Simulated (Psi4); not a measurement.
**CO (SMILES [C-]#[O+]): entropy by statistical mechanics**

A linear singlet with charge 0, relaxed at PBE0-D4/def2-TZVP (density fitting) (Psi4 1.11):

```xyz
2

C     0.5155   -0.1359    0.2937
O    -0.4044    0.1557   -0.2813
```

Harmonic wavenumbers in cm⁻¹: 2240.

Masses in u: C 12.011, O 15.999. Take T = 298.15 K, p = 1 bar, R = 8.3145 J/(mol K), kT/hc = 207.22 cm⁻¹, rigid rotor and harmonic oscillator.

Problem. Work out S° at 298 K.

Solution. 
1. Translation (Sackur–Tetrode): S = R[3/2 ln M + 5/2 ln T − 1.1517] with M = 28.01 gives 150.4 J/(mol K).
2. Rotation: the moment of inertia is 8.657 u Å², so B = 16.8576/I = 1.9473 cm⁻¹; σ = 1; q = kT/(σhcB) = 106.4; S = R(ln q + 1) = 47.1.
3. Vibration: with u = ν̃/207.22, each mode gives R[u/(eᵘ − 1) − ln(1 − e⁻ᵘ)]; the sum is 0.0.
4. Spin: R ln 1 = 0.0.
5. Sum: 150.4 + 47.1 + 0.0 + 0.0 = 197.5 J/(mol K).

The tabulated value is 197.7 J/(mol K) (CRC Handbook of Chemistry and Physics): the model is off by -0.2.
